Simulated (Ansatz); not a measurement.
System (SMILES): FOF.
Atoms: F1, O2, F3. Bonds: F1-O2, O2-F3.

Basis-set convergence of the optimised F1-O2 bond length at PBE0 with Ansatz (an electronic-structure program). All functions are spherical. The program fits the integrals of some runs and decomposes those of others, by size. No added dispersion term, no relativity. Reference: the value in def2-QZVPPD, 1.3796 Å, itself unsure by roughly 0.0004 Å (its mean distance from pcseg-3, def2-QZVPP, cc-pVQZ). Deviations are taken from unrounded values.

| basis | functions | optimised F1-O2 bond length (Å) |
|---|---|---|
| cc-pVDZ | 42 | 1.3913 |
| aug-cc-pVDZ | 69 | 1.3849 |
| def2-SVP | 42 | 1.3790 |
| def2-SVPD | 69 | 1.3786 |
| pcseg-1 | 42 | 1.3974 |
| aug-pcseg-1 | 69 | 1.3874 |
| 6-311G** | 54 | 1.3851 |
| 6-311+G** | 66 | 1.3847 |
| cc-pVTZ | 90 | 1.3821 |
| aug-cc-pVTZ | 138 | 1.3816 |
| pcseg-2 | 90 | 1.3815 |
| aug-pcseg-2 | 138 | 1.3812 |
| def2-TZVPP | 93 | 1.3807 |
| def2-TZVPPD | 120 | 1.3802 |
| def2-QZVPP | 171 | 1.3800 |
| def2-QZVPPD | 198 | 1.3796 |

What the diffuse functions change, pair by pair:
- cc-pVDZ to aug-cc-pVDZ: 27 more functions, deviation 0.0117 to 0.0054 Å
- def2-SVP to def2-SVPD: 27 more functions, deviation -0.0006 to -0.0010 Å
- pcseg-1 to aug-pcseg-1: 27 more functions, deviation 0.0178 to 0.0078 Å
- 6-311G** to 6-311+G**: 12 more functions, deviation 0.0055 to 0.0051 Å
- cc-pVTZ to aug-cc-pVTZ: 48 more functions, deviation 0.0025 to 0.0020 Å
- pcseg-2 to aug-pcseg-2: 48 more functions, deviation 0.0019 to 0.0017 Å
- def2-TZVPP to def2-TZVPPD: 27 more functions, deviation 0.0012 to 0.0007 Å
- def2-QZVPP to def2-QZVPPD: 27 more functions, deviation 0.0005 to 0.0000 Å

Leaving out the reference's own pair, they bring the value nearer the reference by more than 0.0004 Å in 5 of 7 pairs.
